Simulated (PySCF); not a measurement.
# Choosing a basis for TDDFT

Compound: C₄H₆O.
SMILES: `C1=CCOC1`

TDDFT with PBE0 (PySCF), vertical singlets, core orbitals frozen in the response, spherical d and f functions. Geometry: PBE0-D3(BJ)/def2-SVP; no solvent, vibrations or thermal averaging.

```tsv
basis	functions	diffuse	S1 (eV)	S2 (eV)	S3 (eV)	S4 (eV)	S5 (eV)	LUMO (eV)	α (au)
6-31G*	82	no	6.14	8.05	8.13	8.14	8.83	0.70	42.0
def2-SVP	100	no	5.98	7.48	7.96	7.98	8.33	0.41	43.5
def2-SVPD	151	yes	5.95	6.40	7.18	7.37	7.59	0.22	50.0
def2-TZVP	191	no	5.95	6.96	7.77	7.83	7.86	0.28	48.8
```

How much do these states and the polarisability depend on the basis?

States are compared by their number. Against the only diffuse basis here (def2-SVPD, itself not a converged limit), sets without diffuse functions differ by up to 0.19 eV in S1 and 1.24 eV in S5. State by state, the largest deviation of a set without diffuse functions is S1 0.19, S2 1.65, S3 0.94, S4 0.78, S5 1.24 eV. The same number needn't mean the same state in each row. Against def2-SVPD the polarisability deviates by -16% in 6-31G*, -13% in def2-SVP, -2% in def2-TZVP.
